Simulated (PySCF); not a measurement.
Species: C₄H₇ (doublet state).
Atom-mapped SMILES: `[CH2:1]/[CH:2]=[CH:3]/[CH3:4]` (hydrogens: H5, H6 on C1; H7 on C2; H8 on C3; H9, H10, H11 on C4)

Cartesian coordinates in Å at the GFN2-xTB level; atoms count from 1:
```xyz
11
C4H7 angstrom
C      2.0563    0.1472   -0.0841
C      0.7209    0.3893   -0.2671
C     -0.2920   -0.3807    0.2604
C     -1.7341   -0.1076    0.0555
H      2.3912   -0.6892    0.5040
H      2.8082    0.7794   -0.5188
H      0.4365    1.2456   -0.8678
H     -0.0381   -1.2405    0.8642
H     -2.2364    0.0403    1.0140
H     -1.8854    0.7765   -0.5594
H     -2.2217   -0.9577   -0.4268
```

The hyperfine couplings belong to this conformer and change with its torsions.

Computed with UKS B3LYP, pcH-1 on C H, non-relativistic, mean-field spin-orbit, GIAO in PySCF 2.14.0. Isolated species at its GFN2-xTB geometry, gas phase. The geometry wasn't refined by DFT: couplings that depend on bond lengths, twists or pyramidal angles can differ widely from those at the functional's own minimum. Stability of the SCF solution: not tested. ⟨S²⟩ is 0.776 where a pure state has 0.75.

Task: Give the principal g shifts and their parts.

Result: 
| Δg (ppm) | 1 | 2 | 3 |
| --- | --- | --- | --- |
| relativistic mass correction | -140 | -140 | -140 |
| gauge correction | 1 | 34 | 27 |
| orbital Zeeman/spin–orbit | 0 | 545 | 721 |
| total | -140 | 439 | 609 |

So g = 2.00218, 2.00276, 2.00293 and g_iso = 2.00262; the tensor is rhombic: the two nearest values differ by 23 % of g3 − g1. Axes: g2 points within 12° of the C3–C4 bond.

Task: What effective moment and Curie constant follow for a powder?

Result: With the mean of g² = 4.0105 and S(S+1) = 0.75: μ_eff = √(⟨g²⟩S(S+1)) = 1.734 μB and χT = 0.12505·⟨g²⟩·S(S+1) = 0.376 cm³ K/mol (cgs; spin-Hamiltonian part alone).

Task: What are the electron Larmor frequencies g μB B/h along the three axes at 340 mT?

Result: 9.5278, 9.5306, 9.5314 GHz for g1, g2 and g3, a range of 3.6 MHz.

Task: In a frozen sample, at which fields do the three g values resonate at 9.5, 34, 94 and 263 GHz (hyperfine left aside), and which band first spreads them over more than twice a line width of 0.3 mT?

Result: 
```csv
band,GHz,B(g3) mT,B(g2) mT,B(g1) mT,spread mT
X,9.5,338.88,338.91,339.01,0.13
Q,34.0,1212.84,1212.94,1213.29,0.45
W,94.0,3353.13,3353.42,3354.39,1.25
J,263.0,9381.64,9382.44,9385.15,3.51
```

The spread grows in proportion to the frequency. W band is the first where it exceeds 0.6 mT.

The Mulliken spin populations are largest on C1 (+0.68), C3 (+0.66) and C2 (-0.26). The angles at C1 add up to 360.0°, so it is planar; its axial dipolar tensor and the negative couplings of its protons fit spin in a p orbital normal to that plane.

The HOMO–LUMO gaps are 6.15 eV among the α and 5.87 eV among the β orbitals.

Time: 14 s wall (grids of density and orbitals included); peak memory 0.59 GiB. Hardware: Arm Neoverse V1, one thread, on a shared host.
